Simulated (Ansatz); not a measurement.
Geometry optimisation, RKS PBE-D4/cc-pVDZ (Ansatz).

The input (input.yaml):

```yaml
crystal:
  periodic: [false, false, false]
  atoms:
    - { symbol: Si, position_ang: [0.183538, -0.067069, -0.073499] }
    - { symbol: H, position_ang: [0.261624, -0.093379, 1.406027] }
    - { symbol: H, position_ang: [1.619159, -0.012079, -0.547006] }
    - { symbol: Si, position_ang: [-1.010454, 1.834343, -0.80237] }
    - { symbol: H, position_ang: [-2.389431, 1.462149, -1.275565] }
    - { symbol: H, position_ang: [-1.123484, 2.822396, 0.334033] }
    - { symbol: H, position_ang: [-0.272187, 2.510525, -1.934078] }
    - { symbol: H, position_ang: [-0.420168, -1.36271, -0.545812] }
    - { symbol: F, position_ang: [-2.266182, 0.043722, 1.273181] }
    - { symbol: H, position_ang: [-1.532014, 0.119502, 1.847389] }
basis:
  gaussian: { orbitals: cc-pVDZ }
hamiltonian:
  xc: pbe
  dispersion: d4
relax:
  f_tol: 0.03
  max_steps: 50
```

Launched with:

```bash
$ ansatz run input.yaml --threads 2 --pin off --max-ram 3072MiB --backend cpu --events-out ev --progress --plain --runs-dir out
```

Q: Where does it end, and by what steps?

A: It converged. The force dipped under the threshold on the way, but the program's further checks kept it going. After 11 steps the energy has fallen by 0.043 eV; F9 moved furthest, 0.23 Å.

```tsv
step	energy less start (eV)	largest force component (eV/Å)	accepted
0	0.0000	0.748	yes
1	-0.0174	1.081	yes
2	-0.0243	0.693	yes
3	-0.0303	0.265	yes
4	-0.0316	0.450	yes
5	0.0062	1.579	no
6	-0.0375	0.239	yes
7	-0.0405	0.150	yes
8	-0.0406	0.162	yes
9	-0.0423	0.016	yes
10	-0.0421	0.057	no
11	-0.0425	0.023	yes
```

```xyz
10
Properties=species:S:1:pos:R:3
Si 0.218 -0.069 -0.110
H 0.188 -0.176 1.411
H 1.679 0.029 -0.479
Si -1.017 1.821 -0.801
H -2.402 1.424 -1.233
H -1.095 2.817 0.329
H -0.311 2.481 -1.962
H -0.344 -1.355 -0.656
F -2.371 0.185 1.420
H -1.495 0.100 1.764
```

Whether the end is a true minimum wasn't checked by a vibrational analysis.

Time of the run: 16 s on 2 threads of Arm Neoverse V1, on a shared host, peak memory 0.12 GiB.
